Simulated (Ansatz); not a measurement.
# Rb (bcc): energy against volume

Theory: DFT, LDA (PW92), plane waves (420 eV) with PAW, scalar-relativistic (Ansatz). The PAW files were generated under PBE, with cores re-solved for the functional.

The cell is scaled uniformly from the relaxed one, with fractional coordinates and shape fixed. Energies are extrapolated to zero smearing, pressures are those at the given smearing. Magnetic state: spin not included.

A Birch-Murnaghan fit gives V₀ = 77.64 Å³/atom, B₀ = 3.6 GPa, B₀′ = 3.7.

Q: What are the energy above the minimum and the pressure at 68.209 Å³/atom?

A: 15.7 meV/atom and 0.59 GPa as computed.

Q: What are the energy above the minimum and the pressure at 71.310 Å³/atom?

A: 6.6 meV/atom and 0.36 GPa as computed.

Q: What are the energy above the minimum and the pressure at 80.611 Å³/atom?

A: 1.2 meV/atom and -0.12 GPa as computed.
